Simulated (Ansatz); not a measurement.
Compare A (`CN=C(F)F`) with its isomer B (`F/C=N\CF`).

Computed with Ansatz on PBE0-D4/def2-TZVP structures; ΔE is electronic, products minus reactants. CCSD(T)/CBS adds triple-zeta CCSD(T) − MP2 to the extrapolated MP2 energy (def2 sets, frozen cores). DFT in def2-TZVPP. B3LYP here is the variant with VWN-RPA as its local correlation; programs differ in this. One conformer a species, not always the lowest.

Which isomer does CCSD(T)/CBS put lower? Give the gap. (Best estimate.)

Computed: A, by 20.7 kJ/mol.

Give E(B) − E(A) in kJ/mol with LDA (SPW92), PBE-D4, B3LYP, HF/def2-TZVPP, B2PLYP, CCSD/def2-TZVPP, BLYP-D4. (Estimate.)

Computed: LDA (SPW92) 29.5, PBE-D4 22.5, B3LYP 19.6, HF/def2-TZVPP 22.7, B2PLYP 20.8, CCSD/def2-TZVPP 22.5, BLYP-D4 15.5. None reverses the order clearly.

Does the order hold for the free energy at 298.15 K (harmonic terms from PBE0-D4)? (Best estimate.)

Computed: Yes: G(B) − G(A) = +22.0 kJ/mol, for one conformer each.

Largest T1 diagnostic: 0.013.

From PBE to PBE0 (25 % exact exchange), in def2-TZVPP and without D4, E(B) − E(A) moves by +3.5 kJ/mol. At CCSD(T), def2-SVP lies +7.4 kJ/mol from the extrapolated value and def2-TZVPP +1.6 kJ/mol.
